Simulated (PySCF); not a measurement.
A geometry optimisation, step by step.

Species: C3H6.
Bonds: C1–C2, C2–C3, C1–C3. Hydrogens: H4, H5 on C1; H6, H7 on C2; H8, H9 on C3.

Method: PySCF 2.14.0, PBE0-D3(BJ)/def2-SVP geometry optimisation, gas phase; density fitting, grid level 1; the optimiser is geomeTRIC in internal coordinates, started from a GFN2-xTB structure. The frame can shift and turn from step to step; on so coarse a grid that alone can change the energy by a few meV, and forces under 0.02 eV/Å are noise.

Step 0: E = -3201.9174 eV, largest atomic force 0.525 eV/Å
```
atom  x, y, z in Å  |  force x, y, z in eV/Å
C1     -0.752   -0.422    0.016    0.327   0.179  -0.004
C2      0.740   -0.426    0.136   -0.315   0.191  -0.064
C3      0.017    0.850   -0.160   -0.012  -0.373   0.071
H4     -1.338   -0.546    0.914   -0.258  -0.042   0.447
H5     -1.196   -0.876   -0.856   -0.192  -0.207  -0.439
H6      1.175   -0.554    1.115    0.182  -0.043   0.485
H7      1.315   -0.882   -0.656    0.257  -0.214  -0.402
H8     -0.044    1.596    0.618   -0.031   0.339   0.400
H9      0.097    1.266   -1.152    0.043   0.172  -0.494
```

Step 1: E = -3201.9396 eV, largest atomic force 0.120 eV/Å
```
atom  x, y, z in Å  |  force x, y, z in eV/Å
C1     -0.756   -0.462    0.021   -0.104  -0.059   0.003
C2      0.737   -0.465    0.141    0.102  -0.059   0.019
C3      0.012    0.811   -0.155    0.002   0.118  -0.021
H4     -1.349   -0.587    0.932    0.022   0.007  -0.026
H5     -1.206   -0.922   -0.865    0.018   0.016   0.025
H6      1.176   -0.593    1.135   -0.018   0.007  -0.029
H7      1.320   -0.928   -0.662   -0.021   0.015   0.021
H8     -0.050    1.567    0.634    0.002  -0.028  -0.021
H9      0.093    1.232   -1.162   -0.002  -0.018   0.029
```

Step 2: E = -3201.9399 eV, largest atomic force 0.021 eV/Å
```
atom  x, y, z in Å  |  force x, y, z in eV/Å
C1     -0.757   -0.463    0.021   -0.018  -0.010   0.000
C2      0.737   -0.466    0.141    0.018  -0.011   0.003
C3      0.012    0.812   -0.156    0.000   0.021  -0.004
H4     -1.349   -0.587    0.932    0.004   0.003   0.002
H5     -1.205   -0.922   -0.864    0.005   0.002  -0.003
H6      1.176   -0.593    1.134   -0.005   0.003   0.002
H7      1.320   -0.928   -0.661   -0.004   0.002  -0.003
H8     -0.050    1.567    0.634    0.000  -0.005   0.003
H9      0.093    1.232   -1.162    0.000  -0.006  -0.002
```

Task: Summarise the path.

Result: The energy falls by 0.0224 eV from step 0 to step 2; nine tenths of that is first reached at step 1. It falls at every step. The largest force goes from 0.525 to 0.021 eV/Å. Among the bonds C3–H8 changes most (a near tie, within 0.001 Å, with another), from 1.079 to 1.094 Å; the atoms move by 0.012 Å rms after alignment.

What follows is the cost of the whole optimisation. Time: 2.6 s of wall time; peak memory 0.34 GiB. Hardware: one thread, Intel Xeon 6975P-C (x86_64), shared host.
